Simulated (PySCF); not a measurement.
PySCF job for formamide (CH3NO), SMILES NC=O, SMD-PBE0/def2-SVP. Geometry: B3LYP-D3(BJ)/def2-TZVP. One conformer was computed; it need not be the lowest.

```python
import numpy as np
from pyscf import gto, scf, dft
from pyscf.solvent import smd

mol = gto.M(
    atom='''
    N     0.15747520   -1.08120442    0.00000000
    C    -0.38560668    0.16171494    0.00000000
    O     0.24534263    1.19337567    0.00000000
    H     1.15955293   -1.18275087    0.00000000
    H    -0.42002242   -1.90304199    0.00000000
    H    -1.49095788    0.13692883    0.00000000
    ''',
    basis='def2-SVP',
    charge=0,
    spin=0,
    max_memory=1600,
    verbose=3,
)
mf = dft.RKS(mol, xc='pbe0').density_fit(auxbasis='def2-universal-jkfit')
mf.grids.level = 3
mf.conv_tol = 1e-9
mf.max_cycle = 100
mf.kernel()
res = {}
for name in ['water', 'methanol', '1-octanol']:
    s = mf.SMD()
    s.with_solvent.solvent, s.with_solvent.sasa_ng = name, 302
    s.kernel(mf.make_rdm1())
    res[name] = (s.e_tot, s.with_solvent.get_cds(), s.dip_moment(), s.mo_energy, s.converged)
    print(f'SMD {name}: dG(solv) = {(s.e_tot - mf.e_tot) * 627.509474:.3f} kcal/mol, of which CDS {res[name][1] * 627.509474:.3f}')
```

Output:

```
converged SCF energy = -169.579543490711
converged SCF energy = -169.592015247224
Dipole moment(X, Y, Z, Debye): -1.12585, -5.02797, -0.00000
SMD water: dG(solv) = -7.826 kcal/mol, of which CDS 3.820
converged SCF energy = -169.592191720245
Dipole moment(X, Y, Z, Debye): -1.11359, -4.99172, -0.00000
SMD methanol: dG(solv) = -7.937 kcal/mol, of which CDS 3.360
converged SCF energy = -169.589729263461
Dipole moment(X, Y, Z, Debye): -1.04081, -4.78609, -0.00000
SMD 1-octanol: dG(solv) = -6.392 kcal/mol, of which CDS 3.066
```

The run converged.
